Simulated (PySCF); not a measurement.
# SiF₂: fields on a plane

Level of theory: B3LYP in PySCF with Si def2-TZVP, F def2-TZVP; no relativity; density-fitted integrals.

The singlet minimum has Si–F 1.609 Å (×2); F–Si–F 100.8°.

The plane holds Si1 at (0.00, 0.00), F2 at (1.61, 0.00), F3 at (-0.30, 1.58) Å. Columns run from x = -2.25 to 4.05 Å, rows from y = 3.75 (top) to -1.95 Å, in steps of 0.3 Å. Other isomers or separated fragments may lie lower.

Give the electrostatic potential (V) (cut at 20 V). Lower edges of the bins (V): '0' -0.80, '1' -0.67, '2' -0.48, '3' -0.17, '4' 0.32, '5' 1.10, '6' 2.32, '7' 4.27, '8' 7.36, '9' 12.25; top 20.0.


```
2222222222222222222333
2222111111122222222233
2221100001112222222222
2211000000012222222222
2210123320011222222222
2211368863111222222222
2212599996322222222222
3223799997432211112222
3334799997643211111222
3345689998765421001122
4456789999877763000122
4456899999999996200122
4456899999999998400112
4456899999999998400122
4456799999999996300122
3445689999877763101122
3334567888765431111222
3333455666654321112222
3333344555544322222222
3333334444443332222223
```

Give the electron density (e/Å³) (cut at 5 e/Å³). Lower edges of the bins (e/Å³): '0' 0.000, '1' 0.030, '2' 0.076, '3' 0.151, '4' 0.268, '5' 0.455, '6' 0.750, '7' 1.218, '8' 1.960, '9' 3.136; top 5.00.


```
0000000000000000000000
0000000000000000000000
0000000000000000000000
0000011110000000000000
0000123321000000000000
0001356653100000000000
0002589985210000000000
0013699996310000000000
0013599996311100000000
0012478875323321000000
0002356654445653100000
0012345885579985310000
0012348998689997310000
0012358998689997310000
0012356885579985310000
0012345544445653100000
0001234433223321000000
0000122222111110000000
0000011111000000000000
0000000000000000000000
```
